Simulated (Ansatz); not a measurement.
`CC1(Cl)CO1` + H₂ → `CC1CO1` + HCl at 600 K and 1 bar (hydrogenolysis of a C–Cl bond).

Isolated molecules relaxed with PBE0-D4/def2-TZVP in Ansatz; ΔE leaves out vibrations. CCSD(T)/CBS is the MP2 limit (def2-TZVPP, def2-QZVPP) plus CCSD(T) − MP2 in def2-TZVPP, frozen cores. This one scheme is used for every species.

| species | CCSD(T)/CBS energy (Eh) | H − E (kJ/mol) | S (J/(mol·K)) |
| --- | --- | --- | --- |
| `CC1(Cl)CO1` | -652.07548 | 251.3 | 384.1 |
| H₂ | -1.17544 | 43.9 | 150.8 |
| `CC1CO1` | -192.89474 | 269.0 | 345.7 |
| HCl | -460.38127 | 35.4 | 207.2 |

H − E and S are ideal-gas, rigid-rotor, harmonic terms from PBE0-D4/def2-TZVP, for one conformer and one mirror image of each species. For small species the MP2-based limit differs from directly extrapolated CCSD(T) by up to some mEh (0.8 for H₂); such offsets cancel only in part. 1 Eh = 2625.50 kJ/mol, R = 8.31446 J/(mol·K).

**Question.** By hand: ΔE, ΔH, ΔS and ΔG.

**Answer.** ΔE = (-192.89474) + (-460.38127) − (-652.07548) − (-1.17544) = -0.02509 Eh = -65.9 kJ/mol. Δ(H − E) = 269.0 + 35.4 − 251.3 − 43.9 = 9.2, so ΔH = -56.7 kJ/mol. ΔS = 345.7 + 207.2 − 384.1 − 150.8 = 18.0 J/(mol·K). ΔG = -56.7 − 600 × (18.0)/1000 = -67.5 kJ/mol.

**Question.** By hand: the equilibrium constant, and the temperature at which ΔG would vanish if ΔH and ΔS stayed fixed.

**Answer.** log₁₀ K = −ΔG/(RT ln 10) = 5.9. ΔH and −TΔS have one sign here, so there is no such temperature.

ΔH outweighs TΔS. A doubt of 5 kJ/mol in ΔE shifts log₁₀ K by 0.4 here. Other conformers and mirror images would add mixing entropy, several J/(mol·K) or more a flexible species. These are equilibria of isolated gas molecules and say nothing of rates. Largest T1 diagnostic: 0.011 (customary marks: 0.02 for closed shells, 0.045 for open ones).
